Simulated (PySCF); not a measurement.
Computed with PySCF with PBE-D3(BJ)/def2-TZVP // PBE0-D3(BJ)/def2-TZVP. All species are isolated molecules in the gas phase. 

Reference species (SMILES): `O=C[O]` (neutral, multiplicity 2).

| Quantity | Result |
|---|---|
| dipole moment | 1.47 D |
| highest occupied spin orbital | -7.78 eV |

Changed species: `C[S]` (radical fragment; the reference has radical fragment).

Q: Give the shifts of the dipole moment and highest occupied spin orbital.

A: the dipole moment goes up by 0.29 D, to 1.76 D; the highest occupied spin orbital rises by 2.47 eV, to -5.31 eV.
